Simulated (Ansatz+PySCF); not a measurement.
**singlet C2H4: levels of theory in one basis**

```xyz
6

C     0.0000    0.0000   -0.6653
C     0.0000    0.0000    0.6653
H     0.0000   -0.9311   -1.2403
H     0.0000    0.9311   -1.2403
H     0.0000   -0.9311    1.2403
H     0.0000    0.9311    1.2403
```

Basis set: def2-SVP (spherical functions). Frozen core: 2 orbitals. Charge 0, multiplicity 1.

Computed with Ansatz (development build ahead of 0.2.0); each method stands on the lowest determinant of its kind that the runs found. NEVPT2 correlates all electrons. Active spaces start from the frontier orbitals, and the lowest solution found is given.

```csv
method,E − E(RHF) (eV),<S²> of the determinant
RHF,0.00,0.00
RHF-MP2,-7.48,–
UHF-MP2,-7.48,0.00
RHF-CCSD(T),-8.56,–
"CASSCF(2,2)",-0.77,–
"SC-NEVPT2(2,2)",-7.77,–
```

**Question.** What does RHF-CCSD give on the same scale?

**Answer.** -8.29 eV.

**Question.** Is a single determinant a sound starting point here?

**Answer.** By this sign, yes. Unrestricted orbitals gain 0.00 eV and <S²> is 0.00 against 0.00 for a pure state. The CASSCF(2,2) natural occupations are 1.91, 0.09.
